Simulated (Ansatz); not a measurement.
**BNH+ (singlet): from Hartree-Fock to the top rungs, cc-pVDZ**

An exercise on one series of results from a longer session: the logs are not shown, and one member is left open.

The runs use Ansatz 0.2.0, Gaussian basis; cc-pVDZ, core rule «outside noble gas», up to 2 orbitals frozen.

To be run: UHF; CCSD(T) on RHF; CCSD(T) on UHF; BCCD(T) on RHF; CISD; CCSDT(Q) on RHF; CCSDT(Q) on UHF; CISDTQ; CCSDTQ on RHF; CCSDTQ on UHF.

7 further runs of the same task are left out: 2 for a known fault of the program, 5 set aside as unsound or not needed.

## What is computed

The geometry is a PBE0/def2-TZVP stationary point (not a proven minimum) of the parent state, kept for this charge and spin.

3 atoms, charge 1, spin multiplicity 1.

Atoms are counted from 1 here; the program's logs count them from 0.

Bond lengths: B1–N2 1.306 Å, B1–H3 1.174 Å. Angles: N2–B1–H3 180.0°.

Set-up of the first run:

Contents of in.yaml:

```yaml
crystal:
  periodic: [false, false, false]
  atoms:
    - {symbol: B, position_ang: [0.000000, 0.000000, 0.043923]}
    - {symbol: N, position_ang: [0.000000, 0.000000, -1.261739]}
    - {symbol: H, position_ang: [0.000000, 0.000000, 1.217815]}
basis:
  gaussian: {orbitals: cc-pVDZ}
total_charge: 1
magnetization: {spin_polarized: true, initial_magnetization: 0}
hamiltonian: {xc: hf}
output: {orbitals: {seedname: orbitals}}
```

The run is started by

```console
> ansatz run in.yaml --threads 1 --pin off --events-out ev --progress --plain --max-ram 2816MiB --backend cpu
```

Steps of the session up to this table: UHF; CCSD(T) on RHF; CCSD(T) on UHF; BCCD(T) on RHF; CISD; CCSDT(Q) on RHF; CCSDT(Q) on UHF; CISDTQ; CCSDTQ on RHF; CCSDTQ on UHF.

One of the session's tables, all rows but one given; the rest of the session is left out.

| method | from RCCSDT(Q) (meV) |
| --- | --- |
| RHF | +5815.9 |
| UHF | +4141.7 |
| RMP2 | +1467.0 |
| UMP2 | +289.9 |
| CISD | +756.7 |
| RCCSD | +425.1 |
| UCCSD | -665.7 |
| RCCSD(T) | +249.5 |
| UCCSD(T) | -880.8 |
| BCCD(T) | ? |
| RCCSDT | +65.7 |
| UCCSDT | -1237.0 |
| CISDTQ | +83.3 |
| RCCSDT(Q) | 0 |
| UCCSDT(Q) | -1304.2 |
| RCCSDTQ | +14.6 |
| UCCSDTQ | -1288.7 |

Q: Estimate the row for BCCD(T) from the others.

The run gave: from RCCSDT(Q) (meV): +251.1. In the column «from RCCSDT(Q) (meV)» it lies between RCCSD(T) (+249.5) and UMP2 (+289.9).

Limits of these values: The determinant is far from a pure spin state, so its energy mixes those of several spin states (harmless only where they are near-degenerate, as at dissociation). The report flags that the cluster equations may have other roots. The program flags UCCSD(T), RCCSDT(Q), UCCSDT(Q), RCCSDTQ, UCCSDTQ as in doubt, so the zero of the table is itself unsure. Warnings: restricted reference is unstable; spin contamination. Restricted and unrestricted rows rest on different reference determinants; where their highest levels disagree by more than a few hundredths of an eV, they describe different states and don't form one ladder.
